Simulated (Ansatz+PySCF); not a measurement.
The numbers below are computed, except where a source is named.
This PySCF input gave a total energy of -363.63441 hartree.

```python
from pyscf import gto, scf

mol = gto.M(atom="""
Si 0.000000 0.000000 -0.553940
O 0.000000 0.000000 0.969390
""", basis='def2-svp', charge=0, spin=0)
mf = scf.UHF(mol)
mf.init_guess = 'minao'
mf.kernel()
while True:  # follow internal instabilities
    mo, _, stable, _ = mf.stability(return_status=True)
    if stable: break
    mf.kernel(mf.make_rdm1(mo, mf.mo_occ))
print(mf.converged, mf.e_tot, mf.spin_square()[0])
```

(1) Write an input for Ansatz with the same method and basis set.

Answers

(1)

```yaml
crystal:
  periodic: [false, false, false]
  atoms:
    - { symbol: Si, position_ang: [0.0, 0.0, -0.55394] }
    - { symbol: O, position_ang: [0.0, 0.0, 0.96939] }
basis:
  gaussian: { orbitals: def2-SVP }
magnetization:
  spin_polarized: true
hamiltonian:
  xc: hf
```

Ansatz (development build ahead of 0.2.0) gave -363.63441 hartree, 0.03 meV from the first.
